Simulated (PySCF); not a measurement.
`ClC(Cl)(Cl)Cl`. Computed geometry: GFN2-xTB, gas phase.

```
atom  x, y, z in Å
Cl1    1.3885    0.8939    0.6352
C2     0.0019    0.0007   -0.0035
Cl3    0.5459   -1.1032   -1.2744
Cl4   -1.1749    1.1385   -0.6748
Cl5   -0.7528   -0.9271    1.3003
```

Problem. What is the longest distance between nuclei?

Solution. 6 pairs, among them Cl1···Cl4, Cl3···Cl5 and Cl4···Cl5, 2.889 Å.

Problem. Work out the bond lengths Cl1–C2, C2–Cl3, C2–Cl4, C2–Cl5 in pm.

Solution. For Cl1–C2 the difference vector is (-1.3866, -0.8932, -0.6387) Å, of length 1.7687 Å. Cl1–C2 176.9; C2–Cl3 176.9; C2–Cl4 176.9; C2–Cl5 176.9 pm.

Problem. Where is the centre of mass (commonest isotopes), and what is the radius of gyration?

Solution. Mass 151.875 u; centre at (0.002, 0.001, -0.003) Å; Rg = √(Σ m r²/M) = 1.698 Å. As Ia + Ib + Ic = 2 Σ m r², the three principal moments sum to 875.5 u·Å².

Problem. What is the repulsion energy of the bare nuclei, Σ ZA·ZB/RAB?

Solution. 439.67 Eh over 10 pairs, with full nuclear charges and distances in bohr; the largest single term is 52.94 Eh (Cl1 with Cl5, or a pair equal to it).

Problem. What are the angles Cl4–C2–Cl5, Cl1–C2–Cl4, Cl3–C2–Cl5, Cl1–C2–Cl3, Cl1–C2–Cl5, Cl3–C2–Cl4?

Solution. From the scalar product of the two bond vectors; for Cl4–C2–Cl5 it is -1.0428 Å² over 1.7692 × 1.7693 Å², cos θ = -0.3331. Cl4–C2–Cl5 109.5°; Cl1–C2–Cl4 109.5°; Cl3–C2–Cl5 109.5°; Cl1–C2–Cl3 109.5°; Cl1–C2–Cl5 109.5°; Cl3–C2–Cl4 109.5°.

Problem. Write the matrix of distances between heavy atoms (Å, lower triangle).

Solution. 
```
Cl1   0.000
C2    1.769  0.000
Cl3   2.889  1.769  0.000
Cl4   2.889  1.769  2.889  0.000
Cl5   2.889  1.769  2.889  2.889  0.000
```

GFN2-xTB frequencies: not computed here.
